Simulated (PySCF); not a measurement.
# Spin states of LiAl

Unrestricted PBE0; Li def2-SVP, Al def2-SVP; no relativity (PySCF 2.14). Outer shells of the fragments: Li 2s1; Al 3s2 3p1.

Followed along the bond (rough minima from three points):

```csv
2Ms+1,unpaired,⟨S²⟩ at the start,R at minimum (Å),Te (eV)
1,none,0.00,2.94,0.00
3,"σ ↑, π ↑",2.00,2.65,0.05
1,"σ ↑, π ↓",1.01,2.69,0.29
3,π ↑↑,2.00,2.37,0.77
1,π ↑↓,1.01,2.37,0.96
```

Solutions found at the starting distance of 2.480 Å, counted from the lowest of them; the search is not exhaustive and high or unbound solutions are not listed, so other states can lie among these:

| 2Ms+1 | unpaired | term | E (eV) | ⟨S²⟩ | ⟨Lz²⟩ | μ (D) |
| --- | --- | --- | --- | --- | --- | --- |
| 3 | σ ↑, π ↑ | ³Π | 0.00 | 2.00 | 1.00 | -4.65 |
| 1 | none | ¹Σ⁺ | 0.19 | 0.00 | 0.00 | -3.54 |
| 1 | σ ↑, π ↓ | mixed | 0.25 | 1.01 | 1.00 | -4.82 |
| 3 | π ↑↑ | ³Σ⁻ | 0.71 | 2.00 | 0.00 | -4.68 |
| 1 | π ↑↓ | mixed | 0.90 | 1.01 | 2.01 | -4.47 |
| 3 | σ ↑↑ | ³Σ⁺ | 1.21 | 2.01 | 0.00 | 5.29 |

A term symbol is given only where ⟨S²⟩ and ⟨Lz²⟩ are close to those of a pure state; real π, δ and φ orbitals otherwise mix terms. A positive dipole means Li(−)Al(+).

Compare the gap between the two lowest followed solutions at the starting distance with the gap between their minima.

At PBE0 the second solution (triplet, unpaired electrons σ ↑, π ↑) lies -0.19 eV from the first (singlet, closed shell) at 2.480 Å and +0.05 eV at the minima; the two curves relax by different amounts, since their minima lie near 2.65 and 2.94 Å.

Counting both spins, an empty level lies below a filled one in some of these solutions, because spin and occupation are held.
